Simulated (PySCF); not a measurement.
## Name the molecule from its bond curve

A diatomic of charge +1 contains Mg. Its singlet curve at RHF-SCS-MP2 in a double-zeta basis (spin-free X2C with a Gaussian nucleus, PySCF), in eV from the separated fragments:

R (Å), E (eV) and a bar:
```
    2.715     -0.410 ##############################
    2.841     -0.553 ###############
    2.968     -0.639 ######
    3.062     -0.675 ##
    3.157     -0.693 
    3.252     -0.698 
    3.378     -0.688 #
    3.536     -0.657 ####
    3.725     -0.605 ##########
    3.978     -0.524 ##################
```

The fit gives ωe = 161 cm⁻¹ and the rotational constant Bₑ = 0.1264 cm⁻¹.

**Question.** Which atom is the partner?

**Answer.** The minimum lies at 3.241 Å, so the reduced mass is 16.8576 u Å² cm⁻¹/(Bₑ·Re²) = 12.70 u. With Mg at 23.99 u the partner weighs about 27.0 u: Al. The molecule is MgAl⁺.

Correlated steps freeze 6 core orbitals.
